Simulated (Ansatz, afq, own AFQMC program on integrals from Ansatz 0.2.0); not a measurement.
Where AFQMC and coupled cluster stand for Si2, singlet

| atom | x (Å) | y (Å) | z (Å) |
| --- | --- | --- | --- |
| Si | 0.0000 | 0.0000 | 0.0000 |
| Si | 0.0000 | 0.0000 | 1.8370 |

Basis 6-31G. Only valence electrons are correlated. Integrals, coupled cluster, full CI and functionals: Ansatz 0.2.0; the random walks run on the same integrals in our own AFQMC program. The CISD trial takes its coefficients from CCSD amplitudes. Released means that phaseless walkers are propagated on without the constraint, phases kept. ± is one standard error of the sampling.

Determinant: UHF, the one that the program's search chose, which needn't be the lowest solution. The geometry is a point of a scan.

Full CI on the same integrals is exact in this basis and with this determinant's frozen core.

Cautions: strong correlation (T1 0.143, weight of the determinant 0.57, largest double 0.22); unrestricted determinant spin contaminated (⟨S²⟩ 1.62 against 0.00); CCSD(T) is in doubt: in a space of 8 electrons in 8 natural orbitals full CI lies 166 meV below it; the released energies move by 1.5 errors or more from one time to the next, so no released level is given (meV from the phaseless value at times in 1/Eh: -10 ± 4 at 0.24, -22 ± 3 at 0.51, -54 ± 9 at 0.99, -51 ± 3 at 1.62, -57 ± 3 at 2.40); the ph-AFQMC/CISD walk drifts between its halves (2.5 errors).

```
T1 diagnostic                               : 0.1430
weight of the determinant in the CISD state : 0.571
⟨S²⟩ of the determinant                     : 1.624
size of the correlated space                : 8 electrons in 16 orbitals
```

Reference: full CI, correlation energy -3.083 eV. The cautions show a poor starting determinant, so the rows tell how each method copes with it here, and full CI is the sure value.

```json
{"level": "HF", "E − E(reference) (kcal/mol)": "71.09", "share of correlation (%)": "0.00"}
{"level": "MP2", "E − E(reference) (kcal/mol)": "37.63", "share of correlation (%)": "47.07"}
{"level": "CCSD", "E − E(reference) (kcal/mol)": "7.50", "share of correlation (%)": "89.45"}
{"level": "CCSD(T)", "E − E(reference) (kcal/mol)": "4.70", "share of correlation (%)": "93.39"}
{"level": "CCSDT", "E − E(reference) (kcal/mol)": "2.06", "share of correlation (%)": "97.10"}
{"level": "CCSDT(Q)", "E − E(reference) (kcal/mol)": "0.98", "share of correlation (%)": "98.62"}
{"level": "CCSDTQ", "E − E(reference) (kcal/mol)": "0.26", "share of correlation (%)": "99.64"}
{"level": "ph-AFQMC/CISD", "E − E(reference) (kcal/mol)": "2.16 ± 0.10", "share of correlation (%)": "96.96"}
```

CCSDT and higher add their correlation energy to the determinant of the CCSD(T) run, since their own runs factorise the integrals more tightly (a shift of under 2 meV).
